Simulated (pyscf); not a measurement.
`[F][SiH2][F]` → `[F][Si][F]` [singlet] + `[H][H]`, a 1,1-elimination (singlet surface; H–Si, H–Si broken, H–H formed). Single points on ωB97X-D3(BJ)/def2-SVP structures (PySCF, gas phase). Energies in eV from the reactant's lowest minimum found.

Small-basis levels: PySCF, no dispersion term, spherical d functions. AM1 to PM7: differences of heats of formation from MOPAC, which are fitted to 298 K values and so differ in kind from electronic energies by zero-point and thermal terms. GFN2-xTB: tblite. 

| level | barrier | reaction energy |
|---|---|---|
| HF/3-21G | 4.62 | +1.37 |
| HF/6-31G* | 4.88 | +1.92 |
| SVWN5/6-31G* | 3.42 | +1.71 |
| B3LYP/STO-3G | 4.59 | +1.32 |
| B3LYP/3-21G | 3.75 | +1.20 |
| B3LYP/6-31G* | 3.87 | +1.52 |
| M06-2X/6-31G* | 4.05 | +1.65 |
| B3LYP/6-311+G** | 3.70 | +1.43 |
| B3LYP/def2-SVP | 3.68 | +1.57 |
| GFN2-xTB | 4.27 | +2.59 |
| AM1 | 2.40 | +1.04 |
| PM6 | 3.70 | +1.17 |
| ωB97M-D3(BJ)/def2-TZVP | 3.83 | +1.52 |

Against the last row the barrier runs from -1.43 (AM1) to +1.05 eV (HF/6-31G*). ωB97M-D3(BJ)/def2-TZVP has limits of its own. This is the saddle that the search found; another between the same sides may lie lower.
